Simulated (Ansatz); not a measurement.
SbP3: from a trial structure to a relaxed crystal

The calculation used DFT PBE, scalar-relativistic, plane waves, PAW in Ansatz 0.2.0. Cutoff 420 eV, Γ-centred k mesh, Gaussian smearing, no spin polarisation in the final step.

The start is a random cell of SbP3 with space group P3 (No. 143), drawn with lower limits on the distances.

```xyz
4
Lattice="4.9028 0.0000 0.0000 -2.4514 4.2459 0.0000 0.0000 0.0000 4.7255" Properties=species:S:1:pos:R:3 pbc="T T T"
Sb    0.0000    2.8306    1.1814
P     0.3244    1.5611    2.8989
P    -1.2617    3.1844    2.8989
P     0.9373    3.7463    2.8989
```

Steps on the 6×6×4 mesh (4 atoms). 11 of 13 steps are shown, and the free energy counts from the last. Trial steps that were taken back and renewals of the plane-wave basis can be among the rows.

| step | ΔF (meV/atom) | V (Å³/atom) | P (GPa) | largest force component (eV/Å) |
| --- | --- | --- | --- | --- |
| 1 | 1007.8 | 24.59 | 28.11 | 15.584 |
| 2 | 285.9 | 25.77 | 9.60 | 2.455 |
| 3 | 151.2 | 28.11 | 4.88 | 0.853 |
| 4 | 65.2 | 31.84 | 1.99 | 0.195 |
| 5 | 39.8 | 35.16 | 0.63 | 0.126 |
| 6 | 37.6 | 36.27 | 0.09 | 0.058 |
| 8 | 32.1 | 35.86 | 0.01 | 0.004 |
| 9 | 14.0 | 35.86 | 0.75 | 0.012 |
| 10 | 5.3 | 38.59 | 0.31 | 0.047 |
| 11 | 2.0 | 42.55 | 0.12 | 0.128 |
| 13 | 0.0 | 42.79 | 0.03 | 0.028 |

A final relaxation ran on a 6×6×6 mesh. The relaxed crystal, P31m (No. 157):

```cif
data_structure
_symmetry_space_group_name_H-M 'P31m'
_symmetry_Int_Tables_number 157
_cell_length_a 5.9722
_cell_length_b 5.9722
_cell_length_c 5.6719
_cell_angle_alpha 90.000
_cell_angle_beta 90.000
_cell_angle_gamma 120.000
_cell_volume 175.20
loop_
_atom_site_label
_atom_site_type_symbol
_atom_site_symmetry_multiplicity
_atom_site_Wyckoff_symbol
_atom_site_fract_x
_atom_site_fract_y
_atom_site_fract_z
_atom_site_occupancy
Sb1 Sb 1 a 0.00000 0.00000 0.23277 1
P1 P 3 c 0.00000 0.78552 0.61919 1
```

- Volume per atom: 43.8 Å³
- Density: 2.0 g/cm³
- Energy over the elements: 0.212 eV/atom
- Gap on the 6×6×6 mesh: 2.34 eV

Energies over the elements count from the elements' standard structures at the same level, with no empirical corrections.

The final run used a 6×6×6 mesh on its 4-atom cell and 0.02 eV smearing. Weakly bound directions are ill-defined at this level, which has no dispersion term. Spin–orbit coupling is left out.

Symmetry constrained the relaxation, so the result can be a saddle point.

Cost: 2 runs of about 3.3 core-minutes in all, on Intel Xeon Platinum 8375C (Ice Lake) (shared hosts).